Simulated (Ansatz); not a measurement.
**B₂H+ (triplet): the correlation ladder, def2-QZVPP**

An exercise on one series of results from a longer session: the logs are not shown, and one member is left open.

Computed with Ansatz 0.2.0, Gaussian basis. Level: def2-QZVPP, core rule «outside noble gas», up to 2 orbitals frozen.

The runs, in order: UHF; ROHF; CCSD(T) on UHF.

2 further runs of the same task are left out: 2 set aside as unsound or not needed. Runs told in other sessions of the task aren't counted.

## The geometry

The geometry is a PBE0/def2-TZVP stationary point (not a proven minimum) of the parent state, kept for this charge and spin.

3 atoms, charge 1, spin multiplicity 3.

Atoms are counted from 1 here; the program's logs count them from 0.

Bond lengths: B1–B2 1.523 Å, B1–H3 1.177 Å. Angles: B2–B1–H3 180.0°.

Geometry (Å):

```
B     0.0000    0.0000    0.1151
B     0.0000    0.0000   -1.4076
H     0.0000    0.0000    1.2925
```

The first run:

The input, in.yaml:

```yaml
crystal:
  periodic: [false, false, false]
  atoms:
    - {symbol: B, position_ang: [0.000000, 0.000000, 0.115089]}
    - {symbol: B, position_ang: [0.000000, 0.000000, -1.407623]}
    - {symbol: H, position_ang: [0.000000, 0.000000, 1.292533]}
basis:
  gaussian: {orbitals: "def2-QZVPP.json"}
total_charge: 1
magnetization: {spin_polarized: true, initial_magnetization: 2}
hamiltonian: {xc: hf}
output: {orbitals: {seedname: orbitals}}
```

Launch:

```console
ansatz run in.yaml --threads 1 --pin off --events-out ev --progress --plain --max-ram 2393MiB
```

Among the steps run: UHF; ROHF; CCSD(T) on UHF.

One of the session's tables, all rows but one given; the rest of the session is left out.

It belongs to the step «Misses and costs». 

```
  method  from UCCSD(T) (kcal/mol)
    ROHF                    +82.62
     UHF                    +81.42
    UMP2                    +16.42
   UCCSD                         ?
UCCSD(T)                         0
```

Estimate the missing values for UCCSD.

As computed: from UCCSD(T) (kcal/mol): +2.29. In the column «from UCCSD(T) (kcal/mol)» it lies between UCCSD(T) (0) and UMP2 (+16.42).
